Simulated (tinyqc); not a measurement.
RHF in the sto-3g basis, for H2O, spin multiplicity 1, step by step. One step of it, computed by the program tinyqc.

Task: Iteration 2: DIIS coefficients. Solve [B -1; -1 0][c; lambda] = [0; -1] for the coefficients, which sum to one.

B (overlaps of the stored error matrices):
```
                1               2
1   1.7746995e+00  -9.0296560e-02
2  -9.0296560e-02   1.3148596e-01
```

Give: DIIS coefficients.

Result:

DIIS coefficients: 0.106  0.894
